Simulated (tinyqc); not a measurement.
Inside a calculation. Method: coupled-perturbed Hartree-Fock on RHF in the sto-6g basis, for BH2+, spin multiplicity 1. One step of it, computed by the program tinyqc.

Question. Coupled step 2. U_ai = -(mu_ai + sum_bj [4 (ai|bj) - (ab|ij) - (aj|bi)] U_bj) / (e_a - e_i); alpha = -4 sum U_ai mu_ai.

U after step 1:
```
,i1,i2,i3
a4,-0.007101,-1.415941,0.035064
a5,0.000000,0.000000,0.000000
a6,0.000147,0.019162,-0.068243
a7,0.000071,0.010009,0.573963
```

dipole integrals <a|z|i> (bohr):
```
,i1,i2,i3
a4,0.096801,0.846443,-0.016346
a5,0.000000,0.000000,0.000000
a6,0.064379,-0.110420,0.080544
a7,0.007016,-0.022816,-0.700164
```

orbital energies (hartree): MO1 -8.049912, MO2 -0.985128, MO3 -0.838891, MO4 -0.246029, MO5 -0.175979, MO6 0.256558, MO7 0.311142

Two-electron integrals over orbitals (pq|rs), unique and non-zero (hartree):
```
p,q,r,s,(pq|rs)
1,1,1,1,2.903346
2,1,1,1,-0.258979
2,1,2,1,0.037550
2,2,1,1,0.624261
2,2,2,1,-0.008067
2,2,2,2,0.478769
3,1,1,1,0.003824
3,1,2,1,-0.000415
3,1,2,2,0.000617
3,1,3,1,0.009232
3,2,1,1,-0.000195
3,2,2,1,0.000313
3,2,2,2,0.004819
3,2,3,1,0.015063
3,2,3,2,0.142810
3,3,1,1,0.565159
3,3,2,1,-0.003173
3,3,2,2,0.469891
3,3,3,1,-0.000363
3,3,3,2,-0.003477
3,3,3,3,0.488122
4,1,1,1,0.147651
4,1,2,1,-0.018760
4,1,2,2,0.013969
4,1,3,1,0.000311
4,1,3,2,-0.000048
4,1,3,3,0.006453
4,1,4,1,0.027613
4,2,1,1,-0.072914
4,2,2,1,0.006988
4,2,2,2,0.025045
4,2,3,1,-0.000106
4,2,3,2,0.000174
4,2,3,3,0.017920
4,2,4,1,0.012958
4,2,4,2,0.067661
4,3,1,1,0.002009
4,3,2,1,-0.000160
4,3,2,2,0.000517
4,3,3,1,-0.002575
4,3,3,2,0.020662
4,3,3,3,-0.000704
4,3,4,1,-0.000205
4,3,4,2,-0.000816
4,3,4,3,0.030134
4,4,1,1,0.712243
4,4,2,1,-0.012368
4,4,2,2,0.441164
4,4,3,1,0.000135
4,4,3,2,-0.000097
4,4,3,3,0.430297
4,4,4,1,-0.011001
4,4,4,2,-0.070937
4,4,4,3,0.001614
4,4,4,4,0.585605
5,1,5,1,0.022002
5,2,5,1,0.021620
5,2,5,2,0.073927
5,3,5,1,-0.000329
5,3,5,2,-0.000796
5,3,5,3,0.019520
5,4,5,1,-0.011894
5,4,5,2,-0.031695
5,4,5,3,0.000544
5,4,5,4,0.043506
5,5,1,1,0.743130
5,5,2,1,-0.009156
5,5,2,2,0.472274
5,5,3,1,0.000126
5,5,3,2,0.000007
5,5,3,3,0.442675
5,5,4,1,0.004790
5,5,4,2,-0.035280
5,5,4,3,0.001052
5,5,4,4,0.510408
5,5,5,5,0.587109
6,1,1,1,-0.208114
6,1,2,1,0.032548
6,1,2,2,-0.001444
6,1,3,1,-0.001968
6,1,3,2,-0.002132
6,1,3,3,-0.000197
6,1,4,1,-0.006197
6,1,4,2,0.014011
6,1,4,3,0.000236
6,1,4,4,-0.017710
6,1,5,5,-0.005313
6,1,6,1,0.034210
6,2,1,1,0.203177
6,2,2,1,-0.007025
6,2,2,2,0.049296
6,2,3,1,-0.000722
6,2,3,2,0.000451
6,2,3,3,0.012810
6,2,4,1,0.013580
6,2,4,2,-0.003781
6,2,4,3,0.003393
6,2,4,4,0.060037
6,2,5,5,0.099243
6,2,6,1,0.000334
6,2,6,2,0.088001
6,3,1,1,-0.027101
6,3,2,1,0.000784
6,3,2,2,-0.006840
6,3,3,1,0.001001
6,3,3,2,-0.066380
6,3,3,3,-0.001100
6,3,4,1,-0.000085
6,3,4,2,0.005631
6,3,4,3,-0.024278
6,3,4,4,-0.012236
6,3,5,5,-0.013252
6,3,6,1,0.000523
6,3,6,2,-0.013501
6,3,6,3,0.075757
6,4,1,1,0.077347
6,4,2,1,0.000790
6,4,2,2,0.022537
6,4,3,1,0.000971
6,4,3,2,0.007533
6,4,3,3,0.002786
6,4,4,1,0.004568
6,4,4,2,-0.000481
6,4,4,3,-0.000485
6,4,4,4,0.039436
6,4,5,5,0.036641
6,4,6,1,0.003731
6,4,6,2,0.044743
6,4,6,3,-0.008810
6,4,6,4,0.030714
6,5,5,1,0.016825
6,5,5,2,0.051195
6,5,5,3,-0.002579
6,5,5,4,-0.012860
6,5,6,5,0.043353
6,6,1,1,0.625040
6,6,2,1,-0.007359
6,6,2,2,0.486165
6,6,3,1,-0.002042
6,6,3,2,-0.025176
6,6,3,3,0.478549
6,6,4,1,0.022443
6,6,4,2,0.055320
6,6,4,3,-0.008013
6,6,4,4,0.414306
6,6,5,5,0.453887
6,6,6,1,0.004758
6,6,6,2,0.033616
6,6,6,3,0.017331
6,6,6,4,0.015488
6,6,6,6,0.542804
7,1,1,1,-0.023703
7,1,2,1,0.003917
7,1,2,2,0.000459
7,1,3,1,0.013873
7,1,3,2,0.019958
7,1,3,3,-0.000605
7,1,4,1,-0.000735
7,1,4,2,0.001493
7,1,4,3,-0.004416
7,1,4,4,-0.001980
7,1,5,5,-0.000588
7,1,6,1,0.001562
7,1,6,2,-0.001194
7,1,6,3,0.001849
7,1,6,4,0.001833
7,1,6,6,-0.002418
7,1,7,1,0.021611
7,2,1,1,0.025566
7,2,2,1,-0.000793
7,2,2,2,0.004938
7,2,3,1,0.007356
7,2,3,2,-0.019757
7,2,3,3,0.001974
7,2,4,1,0.001461
7,2,4,2,-0.001737
7,2,4,3,-0.031424
7,2,4,4,0.008137
7,2,5,5,0.012298
7,2,6,1,-0.001279
7,2,6,2,0.005469
7,2,6,3,0.049988
7,2,6,4,0.004813
7,2,6,6,0.013071
7,2,7,1,0.010650
7,2,7,2,0.055177
7,3,1,1,0.214372
7,3,2,1,-0.006222
7,3,2,2,0.032176
7,3,3,1,0.000038
7,3,3,2,-0.007398
7,3,3,3,0.022458
7,3,4,1,-0.001286
7,3,4,2,-0.052895
7,3,4,3,-0.001035
7,3,4,4,0.101693
7,3,5,5,0.102491
7,3,6,1,-0.006743
7,3,6,2,0.068502
7,3,6,3,-0.005557
7,3,6,4,0.033677
7,3,6,6,-0.007340
7,3,7,1,-0.000771
7,3,7,2,0.014006
7,3,7,3,0.108041
7,4,1,1,0.007833
7,4,2,1,-0.000032
7,4,2,2,0.000139
7,4,3,1,-0.009026
7,4,3,2,-0.068941
7,4,3,3,0.002324
7,4,4,1,0.000533
7,4,4,2,0.000351
7,4,4,3,0.006968
7,4,4,4,0.003904
7,4,5,5,0.003568
7,4,6,1,0.001868
7,4,6,2,0.004942
7,4,6,3,0.036478
7,4,6,4,-0.002880
7,4,6,6,0.013868
7,4,7,1,-0.012859
7,4,7,2,0.004265
7,4,7,3,0.007555
7,4,7,4,0.054728
7,5,5,1,0.001926
7,5,5,2,0.006066
7,5,5,3,0.016204
7,5,5,4,-0.001547
7,5,6,5,0.002916
7,5,7,5,0.018303
7,6,1,1,-0.001268
7,6,2,1,0.000243
7,6,2,2,0.006223
7,6,3,1,0.009798
7,6,3,2,0.114269
7,6,3,3,-0.003820
7,6,4,1,0.002069
7,6,4,2,0.006290
7,6,4,3,0.032318
7,6,4,4,-0.004903
7,6,5,5,0.000081
7,6,6,1,-0.000220
7,6,6,2,0.006132
7,6,6,3,-0.076680
7,6,6,4,0.008042
7,6,6,6,-0.020239
7,6,7,1,0.013084
7,6,7,2,-0.043413
7,6,7,3,-0.012280
7,6,7,4,-0.053516
7,6,7,6,0.119069
7,7,1,1,0.649223
7,7,2,1,-0.008512
7,7,2,2,0.469010
7,7,3,1,0.002348
7,7,3,2,0.026288
7,7,3,3,0.485598
7,7,4,1,0.004310
7,7,4,2,0.001235
7,7,4,3,0.007375
7,7,4,4,0.461919
7,7,5,5,0.460063
7,7,6,1,-0.006884
7,7,6,2,0.013081
7,7,6,3,-0.021251
7,7,6,4,0.002418
7,7,6,6,0.479963
7,7,7,1,0.002194
7,7,7,2,-0.008161
7,7,7,3,0.029867
7,7,7,4,-0.012084
7,7,7,6,0.024000
7,7,7,7,0.518080
```

Give: U after step 2; polarisability.

Answer.

U after step 2:
```
,i1,i2,i3
a4,-0.0044,-1.5126,0.0387
a5,0.0000,0.0000,0.0000
a6,0.0020,0.0023,-0.0649
a7,0.0003,0.0080,0.5500
```

polarisability = 6.6878 bohr^3
